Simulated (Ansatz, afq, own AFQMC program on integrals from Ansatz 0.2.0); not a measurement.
**NHBr, quartet: AFQMC among the cluster methods**

| atom | x (Å) | y (Å) | z (Å) |
| --- | --- | --- | --- |
| Br | 0.0000 | 0.0000 | -1.6957 |
| H | 0.0000 | 0.0000 | 0.2273 |
| N | 0.0000 | 0.0000 | 1.4683 |

Connectivity, by distances: Br ··· NH.

Basis cc-pVTZ. Only valence electrons are correlated. Integrals, coupled cluster, full CI and functionals: Ansatz 0.2.0; the random walks run on the same integrals in our own AFQMC program. ph-AFQMC/CISD is guided by a CISD state made of CCSD amplitudes; releasing the constraint for a short imaginary time cuts its bias at the price of noise, slowly where states lie close. Error bars are statistical, one sigma. No spin–orbit coupling.

Determinant: UHF, the one that the program's search chose, which needn't be the lowest solution. The geometry is a point of a scan.

No full CI on the walks' own integrals is used here; CCSDT(Q) serves as the reference and is uncertain by about the last step of the cluster series.

Cautions: no relativity below Rb; no spin-orbit coupling; inner d shell frozen; lower spins were not checked; unrestricted determinant spin contaminated (⟨S²⟩ 3.85 against 3.75); the released energies move by 1.5 errors or more from one time to the next, so no released level is given (meV from the phaseless value at times in 1/Eh: -10.7 ± 2.5 at 0.24, -17.3 ± 1.7 at 0.51, -23 ± 3 at 0.99, -15 ± 11 at 1.62, -24 ± 5 at 2.40), though the last usable value meets CCSDT(Q) within the noise.

* T1 diagnostic: 0.0196
* weight of the determinant in the CISD state: 0.870
* ⟨S²⟩ of the determinant: 3.853
* size of the correlated space: 13 electrons in 72 orbitals

```
  level  correlation energy (eV)
    MP2                  -7.6357
   CCSD                  -8.7379
CCSD(T)                  -9.0419
```

Q: Estimate where phaseless AFQMC with a CISD trial lies against CCSD(T) on the same integrals.

A: 0.56 ± 0.06 kcal/mol below CCSD(T).

Reference: CCSDT(Q), correlation energy -9.092 eV.

```json
{"level": "CCSD(T)", "E − E(reference) (kcal/mol)": "1.16", "share of correlation (%)": "99.45"}
{"level": "CCSDT", "E − E(reference) (kcal/mol)": "0.30", "share of correlation (%)": "99.86"}
{"level": "ph-AFQMC/CISD", "E − E(reference) (kcal/mol)": "0.59 ± 0.06", "share of correlation (%)": "99.72"}
```

A walk keeps the symmetry of its determinant, which the program's search chose and which needn't be the lowest solution, so a lower state of the same spin and another symmetry isn't excluded.
